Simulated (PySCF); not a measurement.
Name the molecule from its bond curve

A diatomic of charge -1 contains Al (the partner may be the same element). Its quartet curve at PBE0 in a double-zeta basis (no relativity, PySCF), in eV from the separated fragments:

R (Å), E (eV) and a bar:
```
    2.209     -2.004 ##########################
    2.312     -2.293 ############
    2.415     -2.452 ####
    2.492     -2.508 #
    2.569     -2.524 
    2.646     -2.508 #
    2.749     -2.451 ####
    2.877     -2.341 #########
    3.031     -2.176 ##################
    3.237     -1.932 ##############################
```

The fit gives ωe = 327 cm⁻¹ and the rotational constant Bₑ = 0.1899 cm⁻¹.

Q: Which atom is the partner?

A: The minimum lies at 2.565 Å, so the reduced mass is 16.8576 u Å² cm⁻¹/(Bₑ·Re²) = 13.49 u. With Al at 26.98 u the partner weighs about 27.0 u: Al. The molecule is Al₂⁻.

The state is the lowest determinant that a PBE0 search found; another state may lie lower at other levels.
